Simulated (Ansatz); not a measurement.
# GaC, quartet: reading a ladder of total energies

Geometry: that of the GaC⁻, triplet, kept fixed.

```yaml
atoms:
  - { symbol: C, position_ang: [0.0000, 0.0000, 0.0000] }
  - { symbol: Ga, position_ang: [0.0000, 0.0000, 1.8870] }
```

Basis aug-cc-pVTZ; Ansatz 0.2.0. Correlated methods freeze the noble-gas cores and the filled d shells of p-block atoms, which leaves 7 electrons in 90 orbitals. R marks a restricted (for open shells ROHF) determinant, U an unrestricted one. No spin–orbit coupling is included, and no scalar relativity.

Full CI isn't at hand for all of this; UCCSDT(Q) serves as the reference, and is uncertain by about the last step of the cluster series.

Runs differ by some tens of microhartree through their thresholds and, for an open shell, their frozen cores, so steps under 0.03 kcal/mol mean nothing.

```
    level  total energy (hartree)
      UHF            -1961.031854
     UMP2            -1961.161776
    UCCSD            -1961.190228
 UCCSD(T)            -1961.197523
   UCCSDT            -1961.199076
UCCSDT(Q)            -1961.199534
```

Problem. What is the correlation energy at UCCSDT(Q), and what share of it do UMP2 and UCCSD recover?

Solution. E(corr) = -1961.199534 − (-1961.031854) = -0.167680 hartree = -4.563 eV. UMP2: -0.129922 / -0.167680 = 77.48 %. UCCSD: -0.158374 / -0.167680 = 94.45 %.

Problem. By how many kcal/mol does UCCSD(T) miss UCCSDT(Q) (1 hartree = 627.509 kcal/mol), and which steps make up the rest?

Solution. -1961.197523 − (-1961.199534) = 0.002011 hartree = 1.26 kcal/mol. Steps: UCCSDT − UCCSD(T) = -0.97, UCCSDT(Q) − UCCSDT = -0.29 kcal/mol. Differences between like states or geometries often cancel part of this.
